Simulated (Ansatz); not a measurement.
Molecule: C$_{4}$H$_{5}$, net charge 0, doublet state. It need not be the lowest isomer of its formula. 
Coordinates optimised at B3LYP-D3(BJ)/def2-TZVP (Ansatz, a first-principles code):
```
C
H 1 1.0785
C 1 1.4428 2 137.10
C 3 1.4829 1 62.56 2 118.15
H 4 1.0839 3 116.64 1 -104.37
H 4 1.0904 5 114.71 3 149.18
C 3 1.4829 1 62.56 2 -118.15
H 7 1.0839 3 116.64 1 104.37
H 7 1.0904 8 114.71 3 -149.18
```
Charge 0, spin multiplicity 2.

Basis-set convergence of Hartree-Fock and CCSD(T) correlation energies (hartree) with Ansatz. Valence correlation only, unless marked. UHF or UKS for open shells. No spin-orbit coupling. No relativistic terms.

```tsv
basis	functions	E(HF)	E(corr, CCSD(T))
cc-pVDZ	81	-154.23091	-0.57802
cc-pVTZ	190	?	?
```

Q: What belongs in the gaps?

A: 
- cc-pVTZ, E(HF): -154.27058
- cc-pVTZ, E(corr, CCSD(T)): -0.69236
